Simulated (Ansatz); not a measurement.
# Phosphine (PH3): up Jacob's ladder to CCSD(T)

The task here is to estimate one member of a computed series from the others.

Computed with Ansatz 0.2.0, Gaussian basis. Level: functionals in def2-TZVPP, the program's frozen cores in correlated methods.

Levels to be run: LDA (SPW92), PBE-D4, revPBE-D4, BLYP-D4, r2SCAN-D4, B97M-V, PBE0-D4, B3LYP-D4, r2SCANh-D4, r2SCAN0-D4, HSE06-D4, BHLYP-D4, CAM-B3LYP-D4, LC-ωPBE, ωB97X-V, ωB97M-V, B2PLYP, PBE-QIDH; CCSD(T)/def2-SVP; CCSD(T)/def2-TZVPP; CCSD(T)/def2-QZVPP; extrapolation to the limit; RPA on PBE.

## The relaxed structure

All runs share one geometry, relaxed beforehand with PBE0-D4 in a triple-zeta def2 set.

4 atoms, charge 0, spin multiplicity 1.

Atoms are counted from 1 here; the program's logs count them from 0.

Bond lengths: P1–H2 1.420 Å, P1–H3 1.420 Å, P1–H4 1.420 Å. Angles: H2–P1–H3 93.1°, H2–P1–H4 93.1°, H3–P1–H4 93.1°.

The first run:

in.yaml reads:

```yaml
crystal:
  periodic: [false, false, false]
  atoms:
    - {symbol: P, position_ang: [0.345982, -0.326530, -0.332826]}
    - {symbol: H, position_ang: [0.630897, -0.034008, 1.026964]}
    - {symbol: H, position_ang: [-1.005545, -0.663003, -0.057227]}
    - {symbol: H, position_ang: [0.028666, 1.023531, -0.636900]}
basis:
  gaussian: {orbitals: def2-TZVPP}
hamiltonian: {xc: lda}
output: {orbitals: {seedname: orbitals}}
```

Among the steps run: LDA; PBE-D4 (GGA); revPBE-D4 (GGA); BLYP-D4 (GGA); r2SCAN-D4 (meta-GGA); B97M-V (meta-GGA); PBE0-D4 (hybrid); B3LYP-D4 (hybrid); r2SCANh-D4 (hybrid); r2SCAN0-D4 (hybrid); HSE06-D4 (hybrid); BHLYP-D4 (hybrid); CAM-B3LYP-D4 (range-separated); LC-ωPBE-D4 (range-separated; the results give it without D4); ωB97X-V (range-separated); ωB97M-V (range-separated); B2PLYP (double hybrid); PBE-QIDH (double hybrid).

One of the session's tables, all rows but one given; the rest of the session is left out.

It belongs to the step «Orbital energies across the functionals». 

| functional | HOMO (eV) | LUMO (eV) | gap (eV) |
| --- | --- | --- | --- |
| LDA (SPW92) | -6.74 | -0.25 | 6.49 |
| PBE-D4 | -6.68 | -0.14 | 6.54 |
| revPBE-D4 | -6.66 | -0.10 | 6.56 |
| BLYP-D4 | ? | ? | ? |
| r2SCAN-D4 | -6.94 | 0.20 | 7.13 |
| B97M-V | -7.05 | 0.02 | 7.06 |
| PBE0-D4 | -7.86 | 0.78 | 8.65 |
| B3LYP-D4 | -7.66 | 0.52 | 8.18 |
| r2SCANh-D4 | -7.37 | 0.52 | 7.89 |
| r2SCAN0-D4 | -8.03 | 1.00 | 9.02 |
| HSE06-D4 | -7.46 | 0.40 | 7.86 |
| BHLYP-D4 | -8.93 | 1.71 | 10.64 |
| CAM-B3LYP-D4 | -9.21 | 1.85 | 11.06 |
| LC-ωPBE | -10.60 | 3.06 | 13.66 |
| ωB97X-V | -10.23 | 2.93 | 13.16 |
| ωB97M-V | -10.08 | 2.70 | 12.78 |

**Question.** Estimate the row for BLYP-D4.

Worked estimate for «HOMO (eV)». Against the share of exact exchange, B3LYP-D4 (0.2, -7.66), BHLYP-D4 (0.5, -8.93) give a slope of -4.23 per unit share; at 0 the line stands at -6.81.

As computed: HOMO (eV): -6.56; LUMO (eV): -0.06; gap (eV): 6.49. In «HOMO (eV)» the line misses by -0.25.
